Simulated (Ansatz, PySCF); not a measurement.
ammonia (H3N), SMILES N.

Geometry optimised at PBE0-D3(BJ)/def2-TZVPD.

Two levels are set side by side: PBE/def2-TZVPD (Ansatz, a program for electronic structure) and EOM-CCSD/aug-cc-pVDZ (PySCF). PBE by ΔSCF, the other level by its IP root; same geometry, the bases differ. Differences are taken from unrounded values.

| quantity | PBE |
|---|---|
| vertical ionisation energy (eV) | 10.93 |

### Question
These are the PBE values. What does EOM-CCSD give? (Estimate from the structure and the level; the computed values follow.)

### Answer

```tsv
quantity	EOM-CCSD	PBE minus EOM-CCSD
vertical ionisation energy (eV)	10.66	0.27
```
